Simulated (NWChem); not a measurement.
# triplet C3H8O: levels of theory compared

Wanted: a comparison of 3 runs (UHF/6-31G*, UMP2/6-31G*, UCCSD/6-31G*) of triplet C3H8O. 

The results are computed with NWChem 7.3.0.

## Step 1: Starting point

C3H8O has 12 atoms, charge 0, and is taken as a triplet. As SMILES of the parent species, `CCOC`. The shape is that of a PBE0-D4/def2-TZVP optimisation. This is one conformer, not always the lowest. That shape belongs to the parent species and isn't relaxed for this state.

Bond lengths: C1–C2 1.507 Å, C2–O3 1.405 Å, O3–C4 1.399 Å, C1–H5 1.092 Å, C1–H6 1.092 Å, C1–H7 1.092 Å, C2–H8 1.102 Å, C2–H9 1.102 Å, C4–H10 1.090 Å, C4–H11 1.100 Å, C4–H12 1.100 Å. Some angles: C1–C2–O3 108.9°, C2–O3–C4 112.4°, C1–C2–H8 110.6°, C1–C2–H9 110.6°, O3–C2–H8 109.9°, O3–C2–H9 109.9°, C2–C1–H5 110.6°, C2–C1–H6 110.6°, C2–C1–H7 110.4°, O3–C4–H10 107.7°.

## Step 2: The energy at UHF/6-31G(d) (spherical functions) (run 1)

Input file mol.nw:

```
START mol
memory stack 880 mb heap 220 mb global 1100 mb

GEOMETRY noautosym nocenter noautoz
 C       -1.552400       0.504300       0.733800
 C       -0.424200      -0.307900       0.152000
 O        0.626400       0.556900      -0.197600
 C        1.717300      -0.124000      -0.747300
 H       -1.913800       1.234400       0.007100
 H       -1.218500       1.042600       1.623000
 H       -2.383900      -0.145800       1.014400
 H       -0.764400      -0.862800      -0.737000
 H       -0.068400      -1.054400       0.880100
 H        2.482200       0.614500      -0.988900
 H        2.138100      -0.852700      -0.039400
 H        1.438600      -0.660100      -1.666100
END

BASIS spherical bse
 * library 6-31G*
END

SCF
 nopen 2
 uhf
 thresh 1e-08
 maxiter 80
END

TASK scf energy
```

Command:

```sh
$ nwchem mol.nw > mol.out
```

Output:

```text
[...]
  functions       =    72
[...]
  wavefunction    = UHF
[...]
         Total SCF energy =   -192.782983800173
      One electron energy =   -526.093449274999
      Two electron energy =    199.090720763876
 Nuclear repulsion energy =    134.219744710949
                       Sz =      1.0000
                 Sz(Sz+1) =      2.0000
                      S^2 =      2.0148
[...]
```

Run time: 35 s. Hardware: 1 thread of Intel Xeon 6975P-C (Granite Rapids), shared host; peak memory 0.096 GiB.

## Step 3: A single-point energy at UMP2/6-31G(d) (spherical functions) (run 2)

Input file job.xyz:

```xyz
12
C3H8O mp2
C     -1.552400     0.504300     0.733800
C     -0.424200    -0.307900     0.152000
O      0.626400     0.556900    -0.197600
C      1.717300    -0.124000    -0.747300
H     -1.913800     1.234400     0.007100
H     -1.218500     1.042600     1.623000
H     -2.383900    -0.145800     1.014400
H     -0.764400    -0.862800    -0.737000
H     -0.068400    -1.054400     0.880100
H      2.482200     0.614500    -0.988900
H      2.138100    -0.852700    -0.039400
H      1.438600    -0.660100    -1.666100
```

Input file run.py:

```python
from ase.io import read
from ase.calculators.nwchem import NWChem

molecule = read('job.xyz')

calc = NWChem(
    label='job',
    theory='mp2',
    memory='2200 mb',
    basis='6-31G*',
    basispar='spherical bse',
    scf={'nopen': '2', 'uhf': None, 'thresh': '1e-08', 'maxiter': '80'},
    mp2={'freeze': 'core 4', 'tight': None},
    task='energy',
)
molecule.calc = calc

e = molecule.get_potential_energy()
print(f"E = {e:.6f} eV")
```

Command:

```sh
$ export ASE_NWCHEM_COMMAND="nwchem PREFIX.nwi > PREFIX.nwo"
$ python run.py
```

Output:

```text
E = -5260.981707 eV
```

The calculator wrote job.nwi:

```
title "job"

permanent_dir job

scratch_dir job

start job

geometry units angstrom nocenter noautosym noautoz
  C  -1.5524000000000000e+00 5.0429999999999997e-01 7.3380000000000001e-01
  C  -4.2420000000000002e-01 -3.0790000000000001e-01 1.5200000000000000e-01
  O  6.2639999999999996e-01 5.5689999999999995e-01 -1.9760000000000000e-01
  C  1.7173000000000000e+00 -1.2400000000000000e-01 -7.4729999999999996e-01
  H  -1.9137999999999999e+00 1.2343999999999999e+00 7.1000000000000004e-03
  H  -1.2184999999999999e+00 1.0426000000000000e+00 1.6230000000000000e+00
  H  -2.3839000000000001e+00 -1.4580000000000001e-01 1.0144000000000000e+00
  H  -7.6439999999999997e-01 -8.6280000000000001e-01 -7.3699999999999999e-01
  H  -6.8400000000000002e-02 -1.0544000000000000e+00 8.8009999999999999e-01
  H  2.4822000000000002e+00 6.1450000000000005e-01 -9.8890000000000000e-01
  H  2.1381000000000001e+00 -8.5270000000000001e-01 -3.9399999999999998e-02
  H  1.4386000000000001e+00 -6.6010000000000002e-01 -1.6660999999999999e+00
end

memory 2200 mb

basis spherical bse noprint
   * library 6-31G*
end

scf
  nopen 2
  uhf
  thresh 1e-08
  maxiter 80
end
mp2
  freeze core 4
  tight
end

task mp2 energy
```

job.nwo:

```text
Northwest Computational Chemistry Package (NWChem) 7.3.0
             --------------------------------------------------------

           Job information
           ---------------

    nwchem branch   = 7.3.0
    use scalapack   = T
    input           = job.nwi
    prefix          = job.
    data base       = job/job.db
    status          = startup
    nproc           =        1

           Memory information
           ------------------

[... 5 lines left out ...]
    hardfail = no
[... 38 lines left out ...]
            Nuclear Dipole moment (a.u.)
[... 94 lines left out ...]
 2-e energy   =     196.017110
[... 16 lines left out ...]
  ga_iter_lsolve: convergence stagnant ... aborting solve
[... 13 lines left out ...]
      One electron energy =   -526.093449274927
[... 9 lines left out ...]
          Final alpha eigenvalues
[... 252 lines left out ...]
                     UHF Final Beta Molecular Orbital Analysis
[... 305 lines left out ...]
          ---------------------------------------------------
                    Spin Component Scaled (SCS) MP2
          Same spin pairs                     -0.139215449712
          Same spin scaling factor             0.333333333333
          Opposite spin pairs                 -0.415314047498
          Opposite spin scaling fact.          1.200000000000
          SCS-MP2 correlation energy          -0.544782006902
          Total SCS-MP2 energy              -193.327765807070
          ---------------------------------------------------

 -----------------------
 Task  times  cpu:       35.6s     wall:       35.6s
 Total times  cpu:       35.6s     wall:       35.6s
```

Wall time 37 s (1 thread of Intel Xeon 6975P-C (Granite Rapids), shared host); peak memory 0.17 GiB.

## Step 4: The energy at UCCSD/6-31G(d) (spherical functions) (run 3)

Input file c3h8o.xyz:

```xyz
12
C3H8O ccsd
C     -1.552400     0.504300     0.733800
C     -0.424200    -0.307900     0.152000
O      0.626400     0.556900    -0.197600
C      1.717300    -0.124000    -0.747300
H     -1.913800     1.234400     0.007100
H     -1.218500     1.042600     1.623000
H     -2.383900    -0.145800     1.014400
H     -0.764400    -0.862800    -0.737000
H     -0.068400    -1.054400     0.880100
H      2.482200     0.614500    -0.988900
H      2.138100    -0.852700    -0.039400
H      1.438600    -0.660100    -1.666100
```

Input file c3h8o.nw:

```
start c3h8o
title "C3H8O ccsd"
memory stack 880 mb heap 220 mb global 1100 mb
charge 0
geometry units angstrom noautosym nocenter noautoz
load c3h8o.xyz
end
basis spherical bse
* library 6-31G*
end
scf
triplet
uhf
thresh 1e-08
maxiter 80
end
tce
scf
ccsd
freeze core 4
maxiter 60
end
task tce energy
```

Command:

```sh
$ nwchem c3h8o.nw > c3h8o.out
```

Output:

```text
[...]
  functions       =    72
[...]
  wavefunction    = UHF
[...]
         Total SCF energy =   -192.782983800149
      One electron energy =   -526.093449274950
      Two electron energy =    199.090720763851
 Nuclear repulsion energy =    134.219744710949
                       Sz =      1.0000
                 Sz(Sz+1) =      2.0000
                      S^2 =      2.0148
[...]
         Wavefunction type : Unrestricted Hartree-Fock
          No. of electrons :    34
[...]
         Spin multiplicity : triplet
[...]
 CCSD total energy / hartree       =      -193.393633568197345
[...]
```

Run time: 81 s. Hardware: 1 thread of Intel Xeon 6975P-C (Granite Rapids), shared host; peak memory 0.84 GiB.

## Step 5: The series

```
run                               level  module  frozen core orbitals  energy (Eh)  HOMO energy (eV)  LUMO energy (eV)   ⟨S²⟩  wall time
  1    UHF/6-31G* (spherical functions)     scf                     –  -192.782984             -0.55              0.56  2.015       35 s
  2   UMP2/6-31G* (spherical functions)     mp2                     4  -193.337513             -0.55              0.56  2.015       37 s
  3  UCCSD/6-31G* (spherical functions)     tce                     4  -193.393634             -0.55              0.56  2.015       81 s
```

## Step 6: Summary of results

```
                                                         quantity          value
                                              run 3: total energy  -193.39363 Eh
run 3: HOMO energy (Hartree–Fock orbitals) (highest over α and β)       -0.55 eV
 run 3: LUMO energy (Hartree–Fock orbitals) (lowest over α and β)        0.56 eV
               run 3: correlation energy (4 core orbitals frozen)     -610.6 mEh
                         run 3: ⟨S²⟩ of the reference determinant          2.015
```

In words: Below the UHF energy at the same shape and in the same basis (6-31G*): UMP2 -554.5 mEh; UCCSD -610.6 mEh. All runs together took 2.5 min, the longest 81 s.
